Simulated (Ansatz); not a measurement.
**A workflow on BF (SMILES [B]F)**

We compute a series of 64 runs (HF/STO-3G, UHF/STO-3G, HF/3-21G, UHF/3-21G, HF/6-31G*, UHF/6-31G*, B3LYP/6-31G*, UB3LYP/6-31G*, and more) of BF. 

The calculation is run with Ansatz 0.2.0.

## Step 1: Starting point

BF has 2 atoms, charge 0, and is taken as a singlet. As SMILES, `[B]F`. The coordinates come from a PBE0-D4/def2-TZVP relaxation. The run starts from this shape.

Bond lengths: B1–F2 1.263 Å.

## Step 2: A geometry optimisation at HF/STO-3G (paw set gaussian, start density atoms) (run 1)

Contents of in.yaml:

```yaml
basis:
  gaussian:
    orbitals: STO-3G
crystal:
  periodic: [false, false, false]
  atoms:
    - {symbol: B, position_ang: [0.000000, -0.000000, -0.009350]}
    - {symbol: F, position_ang: [-0.000000, 0.000000, 1.253740]}
hamiltonian:
  xc: hf
relax:
  f_tol: 0.002
output: {orbitals: {seedname: orbitals}}
```

The run is started by

```
ansatz run in.yaml --threads 1 --pin off --max-ram 3480MiB --events-out events.jsonl --progress --plain --runs-dir runs
```

Log:

```text
Warning: RAYON_NUM_THREADS=1 ignored (pool sized by the plan → 1); use --threads N
The last accepted step is kept in runs//last_step.txt (removed where the run ends without a failure and the disk answers)
[... 43 lines left out ...]
Total energy: -3329.49361630 eV, -122.3566335871 hartree
[... 2 lines left out ...]
Dipole moment:     0.000000    -0.000000     0.244809 e Å
```

Run time: 1.3 s. Hardware: 1 thread of Arm Neoverse V2, shared host.

The path in brief:

| step | energy from the first frame kept (eV) | largest force (eV/Å) |
| --- | --- | --- |
| 1 | 0.0000 | 1.3235 |
| 2 | -0.0126 | 0.3619 |
| 3 | -0.0136 | 0.0166 |
| 4 | -0.0136 | 0.0057 |
| 5 | -0.0136 | 0.0000 |

After the run. Bond lengths: B1–F2 1.243 Å.

## Step 3: Vibrational wavenumbers at HF/STO-3G (paw set gaussian, start density atoms) (run 2)

Contents of in.yaml:

```yaml
basis:
  gaussian:
    orbitals: STO-3G
crystal:
  periodic: [false, false, false]
  atoms:
    - symbol: B
      position_ang: [-0.000000, 0.000000, 0.000704]
    - symbol: F
      position_ang: [0.000000, -0.000000, 1.243686]
hamiltonian:
  xc: hf
phonons:
  temperatures: {t_min: 298.15, t_max: 298.15, t_step: 1}
```

The run is started by

```
ansatz run in.yaml --threads 1 --pin off --max-ram 3480MiB --events-out events.jsonl --progress --plain --runs-dir runs
```

Log:

```text
Warning: RAYON_NUM_THREADS=1 ignored (pool sized by the plan → 1); use --threads N
[... 76 lines left out ...]
Total energy: -3329.49361630 eV, -122.3566335871 hartree
[... 2 lines left out ...]
Dipole moment:    -0.000000     0.000000     0.244809 e Å
Vibrations: 1663.07 cm⁻¹, zero-point energy 0.103097 eV
```

Wall time 0.4 s (1 thread of Arm Neoverse V2, shared host).

Run 3 isn't shown in full; the table further down has it.

## Step 4: The doublet cation: a structure relaxation at UHF/STO-3G (paw set gaussian, start density atoms) (run 4)

Contents of in.yaml:

```yaml
crystal:
  periodic: [false, false, false]
  atoms:
    - {symbol: B, position_ang: [-0.000000, 0.000000, 0.000704]}
    - {symbol: F, position_ang: [0.000000, -0.000000, 1.243686]}
basis:
  gaussian: {orbitals: STO-3G}
total_charge: 1
magnetization: {spin_polarized: true, initial_magnetization: 1}
hamiltonian: {xc: hf}
relax: {}
```

The run is started by

```
ansatz run in.yaml --threads 1 --pin off --max-ram 3480MiB --events-out events.jsonl --progress --plain --runs-dir runs
```

Log (excerpt; [...] marks lines left out):

```text
Warning: RAYON_NUM_THREADS=1 ignored (pool sized by the plan → 1); use --threads N
[...]
Functional definition: HF
  name "HF"
[...]
143 factors; integrals over basis functions are off by at most 3.8e-6 eV
[...]
mean field -3322.39507268 eV, -122.0957669206 hartree, gradient 6.9e-5 eV, S^2 0.764165; 0 other end points of the search recorded, 0 dependent functions left out
[...]
reference -3322.39507268 eV, -122.0957669206 hartree; 7, 6 occupied and 3, 4 virtual orbitals, 143 factors
relax step   1: F+E_penalty+E_count = -3322.39507268 eV  Δ(F+E_penalty+E_count) = +0.000e0 eV  max|allowed force component| = 1.894e0 eV/Å  Δτ_max = 0.0000 Å  (35 SCF iters, accepted)
[...]
relax step   3: F+E_penalty+E_count = -3322.41794495 eV  Δ(F+E_penalty+E_count) = -4.793e-4 eV  max|allowed force component| = 1.494e-2 eV/Å  Δτ_max = 0.0018 Å  (29 SCF iters, accepted)
[...]
relax step   4: F+E_penalty+E_count = -3322.41794623 eV  Δ(F+E_penalty+E_count) = -1.288e-6 eV  max|allowed force component| = 9.627e-5 eV/Å  Δτ_max = 0.0001 Å  (30 SCF iters, accepted)
143 factors; integrals over basis functions are off by at most 4.3e-6 eV
mean field -3322.41794623 eV, -122.0966075083 hartree, gradient 6.4e-6 eV, S^2 0.763994; 1 other end points of the search recorded, 0 dependent functions left out
[...]
reference -3322.41794623 eV, -122.0966075083 hartree; 7, 6 occupied and 3, 4 virtual orbitals, 143 factors
Total energy: -3322.41794623 eV, -122.0966075083 hartree
Atom 0 at     0.000000    -0.000000     0.012483 Å, force    -0.000000     0.000000     0.000096 eV/Å
Atom 1 at    -0.000000     0.000000     1.231907 Å, force     0.000000    -0.000000    -0.000096 eV/Å
Dipole moment:    -0.000000    -0.000000    -0.689938 e Å
```

It took 0.28 s on 1 thread of Arm Neoverse V2, shared host.

Step by step:

| step | energy from the first frame kept (eV) | largest force (eV/Å) |
| --- | --- | --- |
| 1 | 0.0000 | 1.8938 |
| 2 | -0.0224 | 0.2865 |
| 3 | -0.0229 | 0.0149 |
| 4 | -0.0229 | 0.0001 |

After the run. Bond lengths: B1–F2 1.219 Å.

Runs 5 to 63 aren't shown in full; the table further down has their settings and results.

## Step 5: The doublet cation: a geometry optimisation at UBLYP/cc-pVTZ (paw set gaussian, start density atoms) (run 64)

Contents of in.yaml:

```yaml
crystal:
  periodic: [false, false, false]
  atoms:
    - symbol: B
      position_ang: [0.000000, 0.000000, -0.015989]
    - symbol: F
      position_ang: [-0.000000, -0.000000, 1.260379]
basis:
  gaussian:
    orbitals: cc-pVTZ
total_charge: 1
magnetization:
  spin_polarized: true
  initial_magnetization: 1
hamiltonian:
  xc: {name: BLYP}
relax: {}
```

The run is started by

```
ansatz run in.yaml --threads 1 --pin off --max-ram 3480MiB --events-out events.jsonl --progress --plain --runs-dir runs
```

Log (excerpt; [...] marks lines left out):

```text
Warning: RAYON_NUM_THREADS=1 ignored (pool sized by the plan → 1); use --threads N
[...]
Functional definition: BLYP
  name "BLYP"
[...]
358 factors; their error is unknown
[...]
mean field -3382.28524747 eV, -124.2966902492 hartree, gradient 4.3e-5 eV, S^2 0.752626; 0 other end points of the search recorded, 0 dependent functions left out
[...]
reference -3382.28545061 eV, -124.2966977143 hartree; 7, 6 occupied and 53, 54 virtual orbitals, 358 factors
relax step   1: F+E_penalty+E_count = -3382.28524747 eV  Δ(F+E_penalty+E_count) = +0.000e0 eV  max|allowed force component| = 2.917e0 eV/Å  Δτ_max = 0.0000 Å  (27 SCF iters, accepted)
[...]
relax step   3: F+E_penalty+E_count = -3382.36305105 eV  Δ(F+E_penalty+E_count) = -8.958e-3 eV  max|allowed force component| = 1.563e-1 eV/Å  Δτ_max = 0.0095 Å  (30 SCF iters, accepted)
[...]
relax step   4: F+E_penalty+E_count = -3382.36322840 eV  Δ(F+E_penalty+E_count) = -1.774e-4 eV  max|allowed force component| = 8.320e-4 eV/Å  Δτ_max = 0.0011 Å  (32 SCF iters, accepted)
358 factors; their error is unknown
mean field -3382.36322840 eV, -124.2995559956 hartree, gradient 1.8e-5 eV, S^2 0.752388; 1 other end points of the search recorded, 0 dependent functions left out
[...]
reference -3382.36343083 eV, -124.2995634348 hartree; 7, 6 occupied and 53, 54 virtual orbitals, 358 factors
Total energy: -3382.36343083 eV, -124.2995634348 hartree
Atom 0 at     0.000000     0.000000     0.009278 Å, force     0.000000    -0.000000     0.000832 eV/Å
Atom 1 at    -0.000000    -0.000000     1.235112 Å, force    -0.000000     0.000000    -0.000832 eV/Å
Dipole moment:     0.000000    -0.000000    -0.705295 e Å
```

Run time: 3.3 s. Hardware: 1 thread of Arm Neoverse V2, shared host.

Step by step:

| step | energy from the first frame kept (eV) | largest force (eV/Å) |
| --- | --- | --- |
| 1 | 0.0000 | 2.9175 |
| 2 | -0.0688 | 1.0756 |
| 3 | -0.0778 | 0.1563 |
| 4 | -0.0780 | 0.0008 |

After the run. Bond lengths: B1–F2 1.226 Å.

## Step 6: The series

| run | level | task | walk f tol | partner | energy (Eh) | wall time |
| --- | --- | --- | --- | --- | --- | --- |
| 1 | HF/STO-3G (paw set gaussian, start density atoms) | optimise | 0.002 | base | -122.356634 | 1.3 s |
| 2 | HF/STO-3G (paw set gaussian, start density atoms) | frequencies | – | base | -122.356634 | 0.4 s |
| 3 | UHF/STO-3G (paw set gaussian, start density atoms) | energy | – | cation | -122.095766 | 0.04 s |
| 4 | UHF/STO-3G (paw set gaussian, start density atoms) | optimise | – | cation | -122.096608 | 0.28 s |
| 5 | HF/3-21G (paw set gaussian, start density atoms) | optimise | 0.002 | base | -123.433575 | 0.32 s |
| 6 | HF/3-21G (paw set gaussian, start density atoms) | frequencies | – | base | -123.433575 | 0.48 s |
| 7 | UHF/3-21G (paw set gaussian, start density atoms) | energy | – | cation | -123.060006 | 0.06 s |
| 8 | UHF/3-21G (paw set gaussian, start density atoms) | optimise | – | cation | -123.062821 | 0.4 s |
| 9 | HF/6-31G* (Cartesian functions, paw set gaussian, start density atoms) | optimise | 0.002 | base | -124.103184 | 0.4 s |
| 10 | HF/6-31G* (Cartesian functions, paw set gaussian, start density atoms) | frequencies | – | base | -124.103184 | 0.96 s |
| 11 | UHF/6-31G* (Cartesian functions, paw set gaussian, start density atoms) | energy | – | cation | -123.744759 | 0.08 s |
| 12 | UHF/6-31G* (Cartesian functions, paw set gaussian, start density atoms) | optimise | – | cation | -123.748649 | 0.56 s |
| 13 | B3LYP/6-31G* (Cartesian functions, paw set gaussian, start density atoms) | optimise | 0.002 | base | -124.658029 | 1.1 s |
| 14 | B3LYP/6-31G* (Cartesian functions, paw set gaussian, start density atoms) | frequencies | – | base | -124.658029 | 2 s |
| 15 | UB3LYP/6-31G* (Cartesian functions, paw set gaussian, start density atoms) | energy | – | cation | -124.258533 | 0.34 s |
| 16 | UB3LYP/6-31G* (Cartesian functions, paw set gaussian, start density atoms) | optimise | – | cation | -124.261696 | 1.9 s |
| 17 | PBE/def2-SVP (paw set gaussian, start density atoms) | optimise | 0.002 | base | -124.424148 | 0.94 s |
| 18 | PBE/def2-SVP (paw set gaussian, start density atoms) | frequencies | – | base | -124.424148 | 2.2 s |
| 19 | UPBE/def2-SVP (paw set gaussian, start density atoms) | energy | – | cation | -124.026494 | 0.32 s |
| 20 | UPBE/def2-SVP (paw set gaussian, start density atoms) | optimise | – | cation | -124.029159 | 1.8 s |
| 21 | MP2/6-31G* (Cartesian functions, paw set gaussian, start density atoms) | optimise | 0.002 | base | -124.335245 | 0.64 s |
| 22 | MP2/6-31G* (Cartesian functions, paw set gaussian, start density atoms) | frequencies | – | base | -124.335246 | 1.3 s |
| 23 | UMP2/6-31G* (Cartesian functions, paw set gaussian, start density atoms) | energy | – | cation | -123.952001 | 0.12 s |
| 24 | UMP2/6-31G* (Cartesian functions, paw set gaussian, start density atoms) | optimise | – | cation | -123.955353 | 0.8 s |
| 25 | B3LYP-D4/def2-TZVP (paw set gaussian, start density atoms) | optimise | 0.002 | base | -124.721491 | 1.5 s |
| 26 | B3LYP-D4/def2-TZVP (paw set gaussian, start density atoms) | frequencies | – | base | -124.721491 | 3.9 s |
| 27 | UB3LYP-D4/def2-TZVP (paw set gaussian, start density atoms) | energy | – | cation | -124.313613 | 0.58 s |
| 28 | UB3LYP-D4/def2-TZVP (paw set gaussian, start density atoms) | optimise | – | cation | -124.316631 | 3.6 s |
| 29 | MP2/aug-cc-pVDZ (paw set gaussian, start density atoms) | optimise | 0.002 | base | -124.381095 | 1.4 s |
| 30 | MP2/aug-cc-pVDZ (paw set gaussian, start density atoms) | frequencies | – | base | -124.381095 | 3 s |
| 31 | UMP2/aug-cc-pVDZ (paw set gaussian, start density atoms) | energy | – | cation | -123.983921 | 0.24 s |
| 32 | UMP2/aug-cc-pVDZ (paw set gaussian, start density atoms) | optimise | – | cation | -123.987894 | 2.2 s |
| 33 | CCSD/cc-pVDZ (paw set gaussian, start density atoms) | optimise | 0.002 | base | -124.374014 | 2.2 s |
| 34 | CCSD/cc-pVDZ (paw set gaussian, start density atoms) | frequencies | – | base | -124.374014 | 5.4 s |
| 35 | UCCSD/cc-pVDZ (paw set gaussian, start density atoms) | energy | – | cation | -123.969241 | 0.42 s |
| 36 | UCCSD/cc-pVDZ (paw set gaussian, start density atoms) | optimise | – | cation | -123.973220 | 5.4 s |
| 37 | B2PLYP/cc-pVTZ (paw set gaussian, start density atoms) | optimise | 0.002 | base | -124.636557 | 4.2 s |
| 38 | B2PLYP/cc-pVTZ (paw set gaussian, start density atoms) | frequencies | – | base | -124.636557 | 13 s |
| 39 | UB2PLYP/cc-pVTZ (paw set gaussian, start density atoms) | energy | – | cation | -124.234182 | 1.1 s |
| 40 | UB2PLYP/cc-pVTZ (paw set gaussian, start density atoms) | optimise | – | cation | -124.237143 | 9 s |
| 41 | MP2/cc-pVTZ (paw set gaussian, start density atoms) | optimise | 0.002 | base | -124.478639 | 1.3 s |
| 42 | MP2/cc-pVTZ (paw set gaussian, start density atoms) | frequencies | – | base | -124.478639 | 3.6 s |
| 43 | UMP2/cc-pVTZ (paw set gaussian, start density atoms) | energy | – | cation | -124.082514 | 0.26 s |
| 44 | UMP2/cc-pVTZ (paw set gaussian, start density atoms) | optimise | – | cation | -124.085574 | 2.2 s |
| 45 | wB97M-V/def2-TZVPD (paw set gaussian, start density atoms) | optimise | 0.002 | base | -124.689468 | 7.2 s |
| 46 | wB97M-V/def2-TZVPD (paw set gaussian, start density atoms) | frequencies | – | base | -124.689468 | 14 s |
| 47 | U-wB97M-V/def2-TZVPD (paw set gaussian, start density atoms) | energy | – | cation | -124.279521 | 2.3 s |
| 48 | U-wB97M-V/def2-TZVPD (paw set gaussian, start density atoms) | optimise | – | cation | -124.282788 | 12 s |
| 49 | wB97X-V/def2-TZVP (paw set gaussian, start density atoms) | optimise | 0.002 | base | -124.675760 | 6 s |
| 50 | wB97X-V/def2-TZVP (paw set gaussian, start density atoms) | frequencies | – | base | -124.675760 | 11 s |
| 51 | U-wB97X-V/def2-TZVP (paw set gaussian, start density atoms) | energy | – | cation | -124.268083 | 1.7 s |
| 52 | U-wB97X-V/def2-TZVP (paw set gaussian, start density atoms) | optimise | – | cation | -124.271280 | 9.9 s |
| 53 | HF/cc-pVTZ (paw set gaussian, start density atoms) | optimise | 0.002 | base | -124.156056 | 0.68 s |
| 54 | HF/cc-pVTZ (paw set gaussian, start density atoms) | frequencies | – | base | -124.156056 | 1.4 s |
| 55 | UHF/cc-pVTZ (paw set gaussian, start density atoms) | energy | – | cation | -123.792219 | 0.14 s |
| 56 | UHF/cc-pVTZ (paw set gaussian, start density atoms) | optimise | – | cation | -123.795701 | 0.82 s |
| 57 | CCSD(T)/cc-pVDZ (paw set gaussian, start density atoms) | optimise | 0.002 | base | -124.380093 | 2.5 s |
| 58 | CCSD(T)/cc-pVDZ (paw set gaussian, start density atoms) | frequencies | – | base | -124.380093 | 6 s |
| 59 | UCCSD(T)/cc-pVDZ (paw set gaussian, start density atoms) | energy | – | cation | -123.975367 | 0.5 s |
| 60 | UCCSD(T)/cc-pVDZ (paw set gaussian, start density atoms) | optimise | – | cation | -123.979114 | 5.7 s |
| 61 | BLYP/cc-pVTZ (paw set gaussian, start density atoms) | optimise | 0.002 | base | -124.697700 | 1.7 s |
| 62 | BLYP/cc-pVTZ (paw set gaussian, start density atoms) | frequencies | – | base | -124.697700 | 3.3 s |
| 63 | UBLYP/cc-pVTZ (paw set gaussian, start density atoms) | energy | – | cation | -124.296698 | 0.52 s |
| 64 | UBLYP/cc-pVTZ (paw set gaussian, start density atoms) | optimise | – | cation | -124.299563 | 3.3 s |

## Step 7: What came out

```
                                                                                   quantity          value
                                            doublet cation, run 64: total energy at the end  -124.29956 Eh
                                                        doublet cation, run 64: bond length        1.226 Å
                                                               doublet cation, run 64: ⟨S²⟩          0.752
                        vertical ionisation energy (to the doublet cation), MP2/aug-cc-pVDZ      10.808 eV
                      vertical ionisation energy (to the doublet cation), wB97X-V/def2-TZVP      11.093 eV
                           vertical ionisation energy (to the doublet cation), BLYP/cc-pVTZ      10.912 eV
          adiabatic ionisation energy (to the doublet cation, no zero-point term), HF/3-21G      10.089 eV
        adiabatic ionisation energy (to the doublet cation, no zero-point term), MP2/6-31G*      10.337 eV
adiabatic ionisation energy (to the doublet cation, no zero-point term), B3LYP-D4/def2-TZVP      11.017 eV
   adiabatic ionisation energy (to the doublet cation, no zero-point term), MP2/aug-cc-pVDZ      10.700 eV
adiabatic ionisation energy (to the doublet cation, no zero-point term), wB97M-V/def2-TZVPD      11.066 eV
```

In words: At MP2/aug-cc-pVDZ: removing an electron at fixed nuclei costs 10.81 eV (1043 kJ/mol). At wB97X-V/def2-TZVP: the vertical ionisation energy comes to 11.09 eV (256 kcal/mol). At BLYP/cc-pVTZ: removing an electron at fixed nuclei costs 10.91 eV (1053 kJ/mol). At HF/3-21G: the adiabatic ionisation energy (to the doublet cation, no zero-point term) is 10.09 eV (233 kcal/mol). At MP2/6-31G*: the adiabatic ionisation energy (to the doublet cation, no zero-point term) is 10.34 eV (997 kJ/mol). At B3LYP-D4/def2-TZVP: the adiabatic ionisation energy (to the doublet cation, no zero-point term) is 11.02 eV (1063 kJ/mol). Totals of different functionals can't be ranked against each other. In runs 1, 2, 3, 4 the basis is minimal, so the values are rough. All runs together took 2.9 min, the longest 14 s.
